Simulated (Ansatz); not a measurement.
Bi2S3 (Pnma, No. 62) was calculated with PBEsol (PAW; Ansatz, a first-principles code).

Run with plane-wave cutoff 520 eV, 4×8×4 k mesh (along the axes of the cell as run), Fermi–Dirac smearing 0.01 eV, scalar-relativistic PAW data made under PBE.

Computed at the level's own relaxed cell.

Task: Estimate the band gap, smallest direct gap on the k points sampled and direct gap at Γ that the calculation returns.

Result: 
band gap: 1.21 eV
smallest direct gap on the k points sampled: 1.30 eV
direct gap at Γ: 1.33 eV

Measured, for comparison: band gap 1.3 eV (temperature not stated, not corrected to a static lattice; as tabulated in Wikipedia's data pages).

Spin–orbit coupling is not included; with these elements it can move the gap by several tenths of an eV or more.

Static lattice: no zero-point or thermal effects.
